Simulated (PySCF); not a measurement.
Bond curve of BF⁺

Set-up: basis B 6-311G(d,p), F 6-311G(d,p); no relativity; PySCF 2.14. Energies in eV from B⁺ + F in their ground configurations at the same level. State: ²Σ⁺ (doublet), unpaired electrons σ ↑.

```
R (Å)  UHF-CCSD(T)    BLYP  r²SCAN
1.046               -3.965  -4.185
1.094       -3.825  -4.851  -5.045
1.143       -4.317  -5.364  -5.531
1.179       -4.501  -5.566  -5.712
1.216       -4.560  -5.645  -5.771
1.252       -4.523  -5.629  -5.734
1.301       -4.360  -5.494  -5.571
1.362       -4.025  -5.198  -5.239
1.435       -3.505  -4.725  -4.724
1.532               -3.999  -3.941
```

Put a parabola through the three lowest points of the UHF-CCSD(T) curve and estimate Re, k and ωe (reduced mass 6.97 u; 1 eV/Å² = 0.16022 mdyn/Å; ωe = 1302.8·√(k/μ) cm⁻¹).

Through R = 1.179, 1.216, 1.252 Å the second-order coefficient is 35.9 eV/Å², so Re ≈ 1.220 Å, k ≈ 11.5 mdyn/Å and ωe ≈ 1674 cm⁻¹. A polynomial fit of higher order to the unrounded UHF-CCSD(T) energies gives Re = 1.219 Å, k = 11.4 mdyn/Å, ωe = 1665 cm⁻¹; anharmonicity and rounding make the difference.

The higher-order fit for each curve: UHF-CCSD(T): Re = 1.219 Å, ωe = 1665 cm⁻¹, De = 4.56 eV; BLYP: Re = 1.227 Å, ωe = 1610 cm⁻¹, De = 5.65 eV; r²SCAN: Re = 1.219 Å, ωe = 1658 cm⁻¹, De = 5.77 eV.

Correlated steps freeze 2 core orbitals. For an ion De counts to the pair picked by the measured ionisation energies or electron affinities, which need not be the lowest pair at this level. The state was picked by a PBE0 search and need not be the measured ground state.
